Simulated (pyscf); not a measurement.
Single points on ωB97X-D3(BJ)/def2-SVP structures (PySCF, gas phase).

Question: What is the homolytic dissociation enthalpy (298 K, ωB97M-D3(BJ)/def2-TZVP) of the O–Sn bond of HO–SnH₂–SnH₃ (SMILES [OH][SnH2][SnH3]), to OH• + •H₂Sn–SnH₃?

Answer: O–Sn to OH• + •H₂Sn–SnH₃: 85.8 kcal/mol. The 7 functionals that were run give +83.3 (r²SCAN) to +88.2 kcal/mol (ωB97X-D3(BJ)). Other isomers of •H₂Sn–SnH₃ were not searched in full and may lie lower. Left out: the spin-orbit lowering of OH. Elements past Kr carry the def2 core potentials, without spin-orbit coupling.
